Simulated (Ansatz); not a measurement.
Competing steps

Reactants: CH₆Si ([CH3][SiH3]) + NH₃ (brackets give SMILES or just the links). Saddle points were found for several chosen steps; others may exist. Gas-phase electronic energies, without zero-point energy, by CCSD(T) at an estimated basis limit (MP2 extrapolated from triple and quadruple zeta, plus CCSD(T) − MP2 in triple zeta); Ansatz 0.2.0, def2-TZVPP and QZVPP, frozen cores, on PBE0-D4/def2-TZVP structures. Extrapolation: Hartree–Fock as exp(−7.88 √X), correlation as X^−2.97. No counterpoise correction.

Rank the steps by the energy of their saddle points, lowest first, and give each saddle's height above the lowest. (An estimate is asked for; the value comes from the calculation.)
A. four-centre ligand exchange, to SiNH₅ ([NH2][SiH3]) + CH₄ (breaks or loosens C–Si, H–N; forms C–H, N–Si)
B. four-centre ligand exchange, to CH₇NSi ([CH3][SiH2][NH2]) + H₂ (breaks or loosens H–N, H–Si; forms H–H, N–Si)

Computed: B (0.00 kcal/mol), A (8.16 kcal/mol). Heights count from the lowest.

The lowest of these saddles lies at 44.31 kcal/mol relative to the separated reactants.

Does the lowest of these saddles lead to the lowest end structure (the products still in contact)? (A judgement: the text doesn't fix the answer.)

By the calculation: No: the step over a higher saddle ends lower. Relative to the separated reactants, the ends lie at -7.01 (CH₇NSi ([CH3][SiH2][NH2]) + H₂); -12.43 (SiNH₅ ([NH2][SiH3]) + CH₄) kcal/mol.

No T1 diagnostic of these runs exceeds 0.011.

For scale, one of the runs: CCSD(T)/def2-TZVPP, 230 basis functions (an equivalent command: `ansatz run in.yaml --threads 4`). Hardware: 4 CPU threads, shared host. Wall time 65 s; peak host memory 3.9 GiB.
